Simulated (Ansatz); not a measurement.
bcc Ba, treated with PBE (Ansatz, a program for electronic structure, plane waves, PAW).

Settings: plane-wave cutoff 520 eV, 18×18×18 k mesh, Fermi–Dirac smearing 0.035 eV (set by the program), scalar-relativistic PAW data made under PBE.

Computed at the level's own relaxed cell.

Hill averages of the elastic tensor: K = 8.8 GPa, G = 5.8 GPa. Volume 63.253 Å³/atom, mean atomic mass 137.327 u.

Question: Work out the density, the sound velocities of a polycrystal and the elastic Debye temperature at this level.

Answer: ρ = 1.66054 × 137.327/63.253 = 3.605 g/cm³. v_l = √[(K + 4G/3)/ρ] = 2.142 km/s and v_t = √(G/ρ) = 1.268 km/s. The mean follows from 3/v_m³ = 1/v_l³ + 2/v_t³: v_m = 1.405 km/s. Θ_D = (ħ/k_B) v_m (6π²/V)^(1/3) = 76.38 K Å s/km × 1.405 × 0.9783 Å⁻¹ = 105 K, counting all atoms of the cell.
